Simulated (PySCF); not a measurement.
Ethylamine, C₂H₇N, SMILES CCN, point group Cs.

Force field and properties: PBE0/pcSseg-1 (PySCF, grid level 2). Vibrational terms come from second-order perturbation theory with semi-diagonal cubic constants, by steps of ±0.6 along the normal coordinates of each isotopologue. The parent has the commonest isotopes.

Equilibrium geometry in the parent's principal axes a, b, c (Å):

| atom | a | b | c |
| --- | --- | --- | --- |
| C1 | -1.28 | -0.26 | 0.00 |
| C2 | 0.01 | 0.55 | 0.00 |
| N3 | 1.25 | -0.21 | 0.00 |
| H4 | -1.34 | -0.91 | -0.89 |
| H5 | -1.34 | -0.91 | 0.89 |
| H6 | -2.17 | 0.39 | 0.00 |
| H7 | 0.02 | 1.22 | 0.87 |
| H8 | 0.03 | 1.22 | -0.87 |
| H9 | 1.28 | -0.82 | 0.81 |
| H10 | 1.29 | -0.82 | -0.81 |

Ground-state constants (MHz). Parent: 31937.5, 8686.3, 7767.9. A species with one ²H: 29587.5, 8356.3, 7492.7.

Q: Which position carries the label?

A: Moments I = 505379/B are 15.8240, 58.1810, 65.0603 and 17.0808, 60.4789, 67.4493 u Å². With M = 45.0578 u and Δm = 1.0063 u, μ = MΔm/(M + Δm) = 0.9843 u. Kraitchman's equations give |a|, |b|, |c| = 1.302, 0.808, 0.820 Å. That is H9 or the like H10, whose equilibrium values are 1.283, 0.819, 0.811 Å.

Internal rotors are held in one well.
